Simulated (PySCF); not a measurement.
Rows and methods have been separated. Pair them.

C5H13N.
Bonds: C1–C2, C2–C3, C3–N4, N4–C5, N4–C6. Hydrogens: H7, H8, H9 on C1; H10, H11 on C2; H12, H13 on C3; H14, H15, H16 on C5; H17, H18, H19 on C6.

The closed-shell ground state was solved 7 times with PySCF (density fitting, gas phase), always in the pcSseg-1 basis (167 functions), with these functionals: B97-2, BHandHLYP, BP86, HF, LC-wPBE, LDA and wB97X-D. One conformer (not necessarily the lowest) at the PBE0-D3(BJ)/def2-SVP geometry, without solvent, vibrations or thermal averaging.

```
row  total energy (Eh)  HOMO (eV)  LUMO (eV)  dipole (D)
  P          -251.2954      -9.44       4.35        0.54
  Q          -253.0611      -4.76       0.71        0.30
  R          -252.8949      -7.34       2.18        0.46
  S          -252.9738      -5.77       1.52        0.40
  T          -252.9835      -7.88       3.29        0.43
  U          -252.9180      -8.70       3.68        0.51
  V          -250.7306      -4.73       0.43        0.30
```

Problem. Which functional belongs to which row?

Solution. P = HF, Q = BP86, R = BHandHLYP, S = B97-2, T = wB97X-D, U = LC-wPBE, V = LDA. By rising HOMO–LUMO gap: LDA (LDA) 5.16 eV; BP86 (GGA) 5.47 eV; B97-2 (global hybrid, 21 % exact exchange) 7.29 eV; BHandHLYP (global hybrid, 50 % exact exchange) 9.52 eV; wB97X-D (range-separated hybrid) 11.17 eV; LC-wPBE (range-separated hybrid) 12.38 eV; HF (all exact exchange) 13.79 eV. Total energies of different functionals aren't bounds to one another; each is stationary for its own functional.

Conformer computed: `[CH3:1][CH2:2][CH2:3][N:4]([CH3:5])[CH3:6]`: C1–C2–C3–N4 -173°, C2–C3–N4–C5 -66°.

The pairwise dispersion term of wB97X-D wasn't added to the energies; at a given geometry it leaves orbitals and properties as they are.
